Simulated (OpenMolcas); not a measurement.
# H2O2 (SMILES OO), step by step

Aim: a single-point energy (HF/def2-TZVPP), then the energy (CASSCF(14,10)/def2-TZVPP), then the energy (CASPT2(14,10)/def2-TZVPP), then a single-point energy, then the energy (SC-NEVPT2(14,10)/def2-TZVPP), then a single-point energy, then the energy (MC-PDFT[tPBE](14,10)/def2-TZVPP) of H2O2. 

The results are computed with OpenMolcas 26.06.

**1. Starting point**

H2O2: 4 atoms, total charge 0, spin state singlet. As SMILES, `OO`. The O1–H3 distance was set to 1.737 Å, away from the relaxed value. At this shape a bond of the SMILES string is far longer than usual.

Bond lengths: O1–O2 1.426 Å, O2–H4 0.965 Å. Angles: O1–O2–H4 101.1°.

**2. A single-point energy at HF/def2-TZVPP (run 1)**

Input file step1.inp:

```
&GATEWAY
  BasLib = $CurrDir
  Coord
  4
  angstrom
  O       -1.025388      -0.152357      -0.318858
  O       -0.490288       1.157143      -0.142558
  H        0.186400      -1.117000       0.467400
  H       -0.286488       1.398543      -1.054358
  Basis = def2-TZVPP
  Group = NoSym

&SEWARD

&SCF
  PrOrbitals = 1 2
```

The basis set def2-TZVPP is read from a file made from the Basis Set Exchange's data (not shown).

Launch:

```console
$ export MOLCAS_MEM=1860
$ pymolcas step1.inp > step1.log
```

Standard output:

```text
--- Start Module: gateway ---
[...]
--- Stop Module: gateway /rc=_RC_ALL_IS_WELL_ ---
--- Start Module: seward ---
[...]
      Basis functions           90
--- Stop Module: seward /rc=_RC_ALL_IS_WELL_ ---
[...]
--- Start Module: scf ---
[...]
       Convergence after  14 Iterations
[...]
::    Total SCF energy                               -150.6716731508
[...]
      Total spin, S                                     0.0000000000
[...]
      Total electronic charge=   18.000000
      Total            charge=   -0.000000
[...]
      Dipole Moment (debye):
      Origin of the operator (angstrom)=   -0.7159    0.4810   -0.2344
                   X=  1.8858E+00               Y= -5.6403E-01               Z= -6.9544E-01           Total=  2.0876E+00
      Quadrupole Moment (debye*angstrom):
[...]
--- Stop Module: scf /rc=_RC_ALL_IS_WELL_ ---
[...]
```

Run time: 6.6 s. Hardware: 1 thread of Arm Neoverse V2, shared host; peak memory 0.49 GiB.

**3. A single-point energy at CASSCF(14,10)/def2-TZVPP (run 2)**

Input file step2.inp:

```
* H2O2 CASSCF

&GATEWAY
 BasLib=$CurrDir
 Coord
 4
 angstrom
 O       -1.025388      -0.152357      -0.318858
 O       -0.490288       1.157143      -0.142558
 H        0.186400      -1.117000       0.467400
 H       -0.286488       1.398543      -1.054358
 Basis=def2-TZVPP
 Group=NoSym

&SEWARD

&RASSCF
 FileOrb=$CurrDir/step1.ScfOrb
 Spin=1
 Nactel=14 0 0
 Inactive=2
 Ras2=10
 OrbListing=Nothing
 OrbAppear=Compact
```

The basis set def2-TZVPP is read from a file made from the Basis Set Exchange's data (not shown).

Launch:

```console
$ export MOLCAS_MEM=1860
$ pymolcas step2.inp > step2.log
```

Standard output:

```text
--- Start Module: gateway ---
[...]
--- Stop Module: gateway /rc=_RC_ALL_IS_WELL_ ---
--- Start Module: seward ---
[...]
      Basis functions           90
--- Stop Module: seward /rc=_RC_ALL_IS_WELL_ ---
[...]
--- Start Module: rasscf ---
[...]
      Number of active orbitals                 10
[...]
      Spin quantum number                      0.0
[...]
      Active orbitals                           10
[...]
      Number of CSFs                          4950
[...]
      Number of root(s) required                 1
[...]
      Convergence after 12 iterations
[...]
      printout of CI-coefficients larger than  0.05 for root  1
      energy=    -150.847091
      conf/sym  1111111111     Coeff  Weight
             1  2222222000  -0.89744 0.80540
             4  2222220200   0.37230 0.13861
            72  2222u2du0d  -0.05079 0.00258
           456  2222022002   0.14386 0.02070
           459  2222020202  -0.06247 0.00390
           486  222ud22u0d   0.05627 0.00317
[...]
      Natural orbitals and occupation numbers for root  1
      sym 1:   1.998436   1.996874   1.976022   1.987416   1.932004   1.998972   1.704335   0.308289   0.024632   0.073019
      ************************************************************************************************************************
      *                                                    Final results                                                     *
[...]
::    RASSCF root number  1 Total energy:   -150.84709066
[...]
      Total electronic charge=   18.000000
      Total            charge=   -0.000000
[...]
      Dipole Moment (debye):
      Origin of the operator (angstrom)=   -0.7159    0.4810   -0.2344
                   X=  9.3427E-01               Y=  4.8566E-01               Z= -1.2229E+00           Total=  1.6138E+00
      Quadrupole Moment (debye*angstrom):
[...]
```

Wall time 11 s (1 thread of Arm Neoverse V2, shared host); peak memory 0.49 GiB.

**4. The energy at CASPT2(14,10)/def2-TZVPP (run 3)**

Input file step3.inp:

```
>>> EXPORT MOLCAS_PRINT=2

&GATEWAY
 BasLib=$CurrDir
 Coord
 4
 angstrom
 O       -1.025388      -0.152357      -0.318858
 O       -0.490288       1.157143      -0.142558
 H        0.186400      -1.117000       0.467400
 H       -0.286488       1.398543      -1.054358
 Basis=def2-TZVPP
 Group=NoSym

&SEWARD

&RASSCF
 FileOrb=$CurrDir/step2.RasOrb
 Spin=1
 Nactel=14 0 0
 Inactive=2
 Ras2=10
 OrbListing=Nothing
 OrbAppear=Compact

&CASPT2
 IPEA=0.25
 Imaginary=0.1
 Frozen=2
```

The basis set def2-TZVPP is read from a file made from the Basis Set Exchange's data (not shown).

Launch:

```console
$ export MOLCAS_MEM=1860
$ pymolcas step3.inp > step3.log
```

Standard output:

```text
[...]
      Basis functions           90
[...]
--- Start Module: rasscf ---
[...]
      Number of active orbitals                 10
[...]
      Spin quantum number                      0.0
[...]
      Active orbitals                           10
[...]
      Number of CSFs                          4950
[...]
      Number of root(s) required                 1
[...]
      Convergence after  7 iterations
[...]
      printout of CI-coefficients larger than  0.05 for root  1
      energy=    -150.847091
      conf/sym  1111111111     Coeff  Weight
             1  2222222000   0.89744 0.80540
             4  2222220200  -0.37230 0.13861
            72  2222u2du0d   0.05079 0.00258
           456  2222022002  -0.14386 0.02070
           459  2222020202   0.06247 0.00390
           486  222ud22u0d  -0.05627 0.00317
[...]
      Natural orbitals and occupation numbers for root  1
      sym 1:   1.998436   1.996874   1.976024   1.987417   1.932005   1.998972   1.704338   0.308286   0.024630   0.073018
      ************************************************************************************************************************
      *                                                    Final results                                                     *
[...]
::    RASSCF root number  1 Total energy:   -150.84709066
[...]
      Total electronic charge=   18.000000
      Total            charge=   -0.000000
[...]
      Dipole Moment (debye):
      Origin of the operator (angstrom)=   -0.7159    0.4810   -0.2344
                   X=  9.3430E-01               Y=  4.8563E-01               Z= -1.2229E+00           Total=  1.6138E+00
      Quadrupole Moment (debye*angstrom):
[...]
      E2 (Variational):          -0.3715470618
      Total energy:            -151.2186377216
[...]
      Reference weight:           0.92313
[...]
::    CASPT2 Root  1     Total energy:   -151.21863772
[...]
```

Run time: 13 s. Hardware: 1 thread of Arm Neoverse V2, shared host; peak memory 0.49 GiB.

**5. The energy at CASPT2[IPEA 0](14,10)/def2-TZVPP (run 4)**

Input file step4.input:

```
* H2O2 CASPT2
&gateway
baslib=$CurrDir
coord
4
angstrom
O       -1.025388      -0.152357      -0.318858
O       -0.490288       1.157143      -0.142558
H        0.186400      -1.117000       0.467400
H       -0.286488       1.398543      -1.054358
basis=def2-TZVPP
group=NoSym
&seward
&rasscf
fileorb=$CurrDir/step2.RasOrb
spin=1
nactel=14 0 0
inactive=2
ras2=10
orblisting=Nothing
orbappear=Compact
&caspt2
ipea=0
imaginary=0.1
frozen=2
```

The basis set def2-TZVPP is read from a file made from the Basis Set Exchange's data (not shown).

Launch:

```console
$ export MOLCAS_MEM=1860
$ pymolcas step4.input > step4.log
```

Standard output:

```text
[...]
      Basis functions           90
[...]
--- Start Module: rasscf ---
[...]
      Number of active orbitals                 10
[...]
      Spin quantum number                      0.0
[...]
      Active orbitals                           10
[...]
      Number of CSFs                          4950
[...]
      Number of root(s) required                 1
[...]
      Convergence after  7 iterations
[...]
      printout of CI-coefficients larger than  0.05 for root  1
      energy=    -150.847091
      conf/sym  1111111111     Coeff  Weight
             1  2222222000   0.89744 0.80540
             4  2222220200  -0.37230 0.13861
            72  2222u2du0d   0.05079 0.00258
           456  2222022002  -0.14386 0.02070
           459  2222020202   0.06247 0.00390
           486  222ud22u0d  -0.05627 0.00317
[...]
      Natural orbitals and occupation numbers for root  1
      sym 1:   1.998436   1.996874   1.976024   1.987417   1.932005   1.998972   1.704338   0.308286   0.024630   0.073018
      ************************************************************************************************************************
      *                                                    Final results                                                     *
[...]
::    RASSCF root number  1 Total energy:   -150.84709066
[...]
      Total electronic charge=   18.000000
      Total            charge=   -0.000000
[...]
      Dipole Moment (debye):
      Origin of the operator (angstrom)=   -0.7159    0.4810   -0.2344
                   X=  9.3430E-01               Y=  4.8563E-01               Z= -1.2229E+00           Total=  1.6138E+00
      Quadrupole Moment (debye*angstrom):
[...]
      E2 (Variational):          -0.3746853304
      Total energy:            -151.2217759902
[...]
      Reference weight:           0.92116
[...]
::    CASPT2 Root  1     Total energy:   -151.22177599
[...]
```

Run time: 13 s. Hardware: 1 thread of Arm Neoverse V2, shared host; peak memory 0.49 GiB.

**6. The energy at SC-NEVPT2(14,10)/def2-TZVPP (run 5)**

Input file step5.input:

```
&GATEWAY
 BasLib
 $CurrDir
 Coord
 4
 angstrom
 O       -1.025388      -0.152357      -0.318858
 O       -0.490288       1.157143      -0.142558
 H        0.186400      -1.117000       0.467400
 H       -0.286488       1.398543      -1.054358
 Basis
 def2-TZVPP
 Group
 NoSym

&SEWARD

&RASSCF
 FileOrb
 $CurrDir/step2.RasOrb
 Spin
 1
 Nactel
 14 0 0
 Inactive
 2
 Ras2
 10
 OrbListing
 Nothing
 OrbAppear
 Compact

&CASPT2
 SC-NEVPT2
 Frozen
 2
```

The basis set def2-TZVPP is read from a file made from the Basis Set Exchange's data (not shown).

Launch:

```console
$ export MOLCAS_MEM=1860
$ pymolcas step5.input > step5.log
```

Standard output:

```text
--- Start Module: gateway ---
[...]
      Basis functions           90
[...]
--- Start Module: rasscf ---
[...]
      Number of active orbitals                 10
[...]
      Spin quantum number                      0.0
[...]
      Active orbitals                           10
[...]
      Number of CSFs                          4950
[...]
      Number of root(s) required                 1
[...]
      Convergence after  7 iterations
[...]
      printout of CI-coefficients larger than  0.05 for root  1
      energy=    -150.847091
      conf/sym  1111111111     Coeff  Weight
             1  2222222000   0.89744 0.80540
             4  2222220200  -0.37230 0.13861
            72  2222u2du0d   0.05079 0.00258
           456  2222022002  -0.14386 0.02070
           459  2222020202   0.06247 0.00390
           486  222ud22u0d  -0.05627 0.00317
[...]
      Natural orbitals and occupation numbers for root  1
      sym 1:   1.998436   1.996874   1.976024   1.987417   1.932005   1.998972   1.704338   0.308286   0.024630   0.073018
      ************************************************************************************************************************
      *                                                    Final results                                                     *
[...]
::    RASSCF root number  1 Total energy:   -150.84709066
[...]
      Dipole Moment (debye):
      Origin of the operator (angstrom)=   -0.7159    0.4810   -0.2344
                   X=  9.3430E-01               Y=  4.8563E-01               Z= -1.2229E+00           Total=  1.6138E+00
      Quadrupole Moment (debye*angstrom):
[...]
      E2 (Variational):          -0.3495274953
[...]
      E2 (Variational):          -0.3418477890
      Total energy:            -151.1889384489
[...]
      Reference weight:           0.93584
[...]
::    SC-NEVPT2 Root  1     Total energy:   -151.18893845
[...]
```

Wall time 16 s (1 thread of Arm Neoverse V2, shared host); peak memory 0.49 GiB.

**7. The energy at PC-NEVPT2(14,10)/def2-TZVPP (run 6)**

Input file step6.inp:

```
&GATEWAY
  BasLib=$CurrDir
  Coord
  4
  angstrom
  O       -1.025388      -0.152357      -0.318858
  O       -0.490288       1.157143      -0.142558
  H        0.186400      -1.117000       0.467400
  H       -0.286488       1.398543      -1.054358
  Basis=def2-TZVPP
  Group=NoSym

&SEWARD

&RASSCF
  FileOrb=$CurrDir/step2.RasOrb
  Spin=1
  Nactel=14 0 0
  Inactive=2
  Ras2=10
  OrbListing=Nothing
  OrbAppear=Compact

&CASPT2
  PC-NEVPT2
  Frozen=2
```

The basis set def2-TZVPP is read from a file made from the Basis Set Exchange's data (not shown).

Launch:

```console
$ export MOLCAS_MEM=1860
$ pymolcas step6.inp > step6.log
```

Standard output:

```text
--- Start Module: gateway ---
[...]
      Basis functions           90
[...]
--- Start Module: rasscf ---
[...]
      Number of active orbitals                 10
[...]
      Spin quantum number                      0.0
[...]
      Active orbitals                           10
[...]
      Number of CSFs                          4950
[...]
      Number of root(s) required                 1
[...]
      Convergence after  7 iterations
[...]
      printout of CI-coefficients larger than  0.05 for root  1
      energy=    -150.847091
      conf/sym  1111111111     Coeff  Weight
             1  2222222000   0.89744 0.80540
             4  2222220200  -0.37230 0.13861
            72  2222u2du0d   0.05079 0.00258
           456  2222022002  -0.14386 0.02070
           459  2222020202   0.06247 0.00390
           486  222ud22u0d  -0.05627 0.00317
[...]
      Natural orbitals and occupation numbers for root  1
      sym 1:   1.998436   1.996874   1.976024   1.987417   1.932005   1.998972   1.704338   0.308286   0.024630   0.073018
      ************************************************************************************************************************
      *                                                    Final results                                                     *
[...]
::    RASSCF root number  1 Total energy:   -150.84709066
[...]
      Dipole Moment (debye):
      Origin of the operator (angstrom)=   -0.7159    0.4810   -0.2344
                   X=  9.3430E-01               Y=  4.8563E-01               Z= -1.2229E+00           Total=  1.6138E+00
      Quadrupole Moment (debye*angstrom):
[...]
      E2 (Variational):          -0.3495274953
[...]
      E2 (Variational):          -0.3418477890
      Total energy:            -151.1889384489
[...]
      Reference weight:           0.93584
[...]
::    PC-NEVPT2 Root  1     Total energy:   -151.19661816
[...]
```

Wall time 16 s (1 thread of Arm Neoverse V2, shared host); peak memory 0.49 GiB.

**8. The energy at MC-PDFT[tPBE](14,10)/def2-TZVPP (run 7)**

Input file step7.input:

```
* H2O2 MC-PDFT

&GATEWAY
 BasLib = $CurrDir
 Coord
 4
 angstrom
 O       -1.025388      -0.152357      -0.318858
 O       -0.490288       1.157143      -0.142558
 H        0.186400      -1.117000       0.467400
 H       -0.286488       1.398543      -1.054358
 Basis = def2-TZVPP
 Group = NoSym

&SEWARD

&RASSCF
 FileOrb = $CurrDir/step2.RasOrb
 Spin = 1
 Nactel = 14 0 0
 Inactive = 2
 Ras2 = 10
 OrbListing = Nothing
 OrbAppear = Compact

&MCPDFT
 KSDFT = T:PBE
```

The basis set def2-TZVPP is read from a file made from the Basis Set Exchange's data (not shown).

Launch:

```console
$ export MOLCAS_MEM=1860
$ pymolcas step7.input > step7.log
```

Standard output:

```text
--- Start Module: gateway ---
[...]
--- Stop Module: gateway /rc=_RC_ALL_IS_WELL_ ---
[...]
      Basis functions           90
[...]
--- Start Module: rasscf ---
[...]
      Number of active orbitals                 10
[...]
      Spin quantum number                      0.0
[...]
      Active orbitals                           10
[...]
      Number of CSFs                          4950
[...]
      Number of root(s) required                 1
[...]
      Convergence after  7 iterations
[...]
      printout of CI-coefficients larger than  0.05 for root  1
      energy=    -150.847091
      conf/sym  1111111111     Coeff  Weight
             1  2222222000   0.89744 0.80540
             4  2222220200  -0.37230 0.13861
            72  2222u2du0d   0.05079 0.00258
           456  2222022002  -0.14386 0.02070
           459  2222020202   0.06247 0.00390
           486  222ud22u0d  -0.05627 0.00317
[...]
      Natural orbitals and occupation numbers for root  1
      sym 1:   1.998436   1.996874   1.976024   1.987417   1.932005   1.998972   1.704338   0.308286   0.024630   0.073018
      ************************************************************************************************************************
      *                                                    Final results                                                     *
[...]
::    RASSCF root number  1 Total energy:   -150.84709066
[...]
      Total electronic charge=   18.000000
      Total            charge=   -0.000000
[...]
      Dipole Moment (debye):
      Origin of the operator (angstrom)=   -0.7159    0.4810   -0.2344
                   X=  9.3430E-01               Y=  4.8563E-01               Z= -1.2229E+00           Total=  1.6138E+00
      Quadrupole Moment (debye*angstrom):
[...]
--- Stop Module: rasscf /rc=_RC_ALL_IS_WELL_ ---
[...]
::    MCPDFT root number  1 Total energy:   -151.31707850
[...]
```

Run time: 9 s. Hardware: 1 thread of Arm Neoverse V2, shared host; peak memory 0.49 GiB.

**9. Summary of results**

| quantity | value |
| --- | --- |
| run 1, HF/def2-TZVPP: total energy | -150.67167 Eh |
| run 1, HF/def2-TZVPP: dipole moment | 2.09 D |
| run 1, HF/def2-TZVPP: HOMO energy | -11.49 eV |
| run 1, HF/def2-TZVPP: LUMO energy | -0.09 eV |
| run 1, HF/def2-TZVPP: HOMO–LUMO gap | 11.40 eV |
| run 2, CASSCF(14,10)/def2-TZVPP: total energy | -150.84709 Eh |
| run 2, CASSCF(14,10)/def2-TZVPP: dipole moment (CASSCF density) | 1.61 D |
| run 3, CASPT2(14,10)/def2-TZVPP: total energy | -151.21864 Eh |
| run 3, CASPT2(14,10)/def2-TZVPP: dipole moment (CASSCF density) | 1.61 D |
| run 4, CASPT2[IPEA 0](14,10)/def2-TZVPP: total energy | -151.22178 Eh |
| run 4, CASPT2[IPEA 0](14,10)/def2-TZVPP: dipole moment (CASSCF density) | 1.61 D |
| run 5, SC-NEVPT2(14,10)/def2-TZVPP: total energy | -151.18894 Eh |
| run 5, SC-NEVPT2(14,10)/def2-TZVPP: dipole moment (CASSCF density) | 1.61 D |
| run 6, PC-NEVPT2(14,10)/def2-TZVPP: total energy | -151.19662 Eh |
| run 6, PC-NEVPT2(14,10)/def2-TZVPP: dipole moment (CASSCF density) | 1.61 D |
| run 7, MC-PDFT[tPBE](14,10)/def2-TZVPP: total energy | -151.31708 Eh |
| run 7, MC-PDFT[tPBE](14,10)/def2-TZVPP: dipole moment (CASSCF density) | 1.61 D |

Mulliken charges (run 2, CASSCF(14,10)/def2-TZVPP) run from -0.16 on O2 to +0.23 on H4; they depend strongly on the basis. Mulliken charges (run 3, CASPT2(14,10)/def2-TZVPP) of the CASSCF density run from -0.16 on O2 to +0.23 on H4. Mulliken charges (run 5, SC-NEVPT2(14,10)/def2-TZVPP) of the CASSCF density run from -0.16 on O2 to +0.23 on H4.
